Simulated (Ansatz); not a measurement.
# Strontium, fcc: convergence with the k-point mesh

Computed with Ansatz, r²SCAN, scalar-relativistic PAW, on the relaxed cell (a = 6.104 Å; spin not included). Errors count from a run at 500 eV on a Γ-centred 15×15×15 mesh with Fermi-Dirac smearing of 0.1 eV, extrapolated to zero width. Fixed here: cutoff 500 eV, Fermi-Dirac width 0.1 eV. The SCF starts from atomic densities corrected by a trained network.

```
  k-mesh  E(σ→0) error (meV/atom)  P (GPa)  SCF iterations
   2×2×2                    148.9    -3.46               6
   2×2×2                    148.9    -3.46               6
   3×3×3                     73.7     0.39               6
   4×4×4                    -54.8     0.17               7
   6×6×6                     20.7     0.00               7
   7×7×7                     -4.7     0.01               7
10×10×10                     -1.1     0.00               7
13×13×13                     -0.2     0.00               7
```

Within 5 meV/atom of the last row: from 7×7×7 on.
